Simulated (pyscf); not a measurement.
Thermochemistry of product channels of `[ClH]` + `[CH3]` [doublet] on the doublet surface, in kcal/mol, from ωB97M-D3(BJ)/def2-TZVP energies (ideal gas, 1 atm, RRHO with modes under 100 cm⁻¹ raised to 100, one conformer, R ln 2 for chiral ones without a mode under 150 cm⁻¹). Optimised with ωB97X-D3(BJ)/def2-SVP in PySCF.

| products | ΔE | ΔH(298 K) | ΔG(600 K) | ΔG(900 K) |
|---|---|---|---|---|
| `[Cl]` [doublet] + `[H][H]` + `[CH2]` [triplet] | ? | +110.2 | +95.0 | +86.8 |
| `[CH2][Cl]` [doublet] + `[H][H]` | ? | +14.1 | +14.3 | +14.0 |

Q: Fill in the missing entries.

A: 
- `[Cl]` [doublet] + `[H][H]` + `[CH2]` [triplet], ΔE: +114.6
- `[CH2][Cl]` [doublet] + `[H][H]`, ΔE: +16.2

These are energies of the channels, which say nothing of barriers. Left out: orbital degeneracy and the spin-orbit lowering of Cl.
